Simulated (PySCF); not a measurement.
## Solvent effects on NMR parameters

Bonds (- single, = double, # triple, : aromatic): N1=O2 1.189 Å. N1 carries H3.

GIAO PBE0/pcSseg-1 in PySCF 2.14.0 with density-fitted response routines on one PBE0-D3(BJ)/def2-SVP conformer, non-relativistic, equivalent nuclei averaged. Solvents enter as an IEF-PCM continuum (chloroform with ε = 4.7, dimethylsulfoxide with ε = 46.8) around the gas-phase geometry.

Gas phase, σ in ppm: N1 -1139.5, O2 -2338.8, H3 -0.87. Dipole moment 1.78 D.

**Question.** How does each σ change in the continuum?

**Answer.** 
```json
{"atoms": "N1", "environment": "nitroso nitrogen", "Δσ, chloroform": "-10.4", "Δσ, dimethylsulfoxide": "-11.5"}
{"atoms": "O2", "environment": "oxygen bonded to N", "Δσ, chloroform": "+75.3", "Δσ, dimethylsulfoxide": "+109.4"}
{"atoms": "H3", "environment": "hydrogen on a nitroso nitrogen", "Δσ, chloroform": "+1.58", "Δσ, dimethylsulfoxide": "+2.23"}
```

Changes are relative to the gas phase. The dipole moment becomes 2.09 D in chloroform, 2.21 D in dimethylsulfoxide.

**Question.** Which nuclei move most (in ppm), and what does the model miss?

**Answer.** O2 (oxygen bonded to N, +109.4 ppm) in dimethylsulfoxide. A continuum only polarises the solute; specific hydrogen bonds, the anisotropy of aromatic solvents and changes of geometry or conformer are outside it.
